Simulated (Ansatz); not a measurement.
`CBO` + H₂S → `CBS` + H₂O  (ligand exchange at a B–O bond)

Program: Ansatz. Geometries: PBE0-D4/def2-TZVP. ΔE: electronic, gas phase. CCSD(T)/CBS adds triple-zeta CCSD(T) − MP2 to the extrapolated MP2 energy (def2 sets, frozen cores). This one scheme is used for every species. One conformer a species, not always the lowest.

```json
{"species": "`CBO`", "SCS-MP2/def2-QZVPP energy (Eh)": "-141.01492"}
{"species": "H₂S", "SCS-MP2/def2-QZVPP energy (Eh)": "-398.93269"}
{"species": "`CBS`", "SCS-MP2/def2-QZVPP energy (Eh)": "-463.58097"}
{"species": "H₂O", "SCS-MP2/def2-QZVPP energy (Eh)": "-76.34808"}
```

Work out ΔE.

ΔE = (-463.58097) + (-76.34808) − (-141.01492) − (-398.93269) = 0.01856 Eh = +11.6 kcal/mol. CCSD(T)/CBS gives +10.9 kcal/mol.

Largest T1 diagnostic among the species: 0.013.

In def2-TZVPP, CCSD(T) changes the Hartree–Fock value by −3.3 kcal/mol (the triples alone add −0.7 kcal/mol) and MP2 by −4.3 kcal/mol. At CCSD(T), def2-SVP lies +5.1 kcal/mol from the extrapolated value and def2-TZVPP +1.0 kcal/mol. Leaving LDA and LC-ωPBE aside and taking each functional with its dispersion term where it has one, the values, not all of them listed here, spread over 4.4 kcal/mol, from revPBE-D4 to CAM-B3LYP-D4. LDA lies +0.9 kcal/mol from PBE without D4.
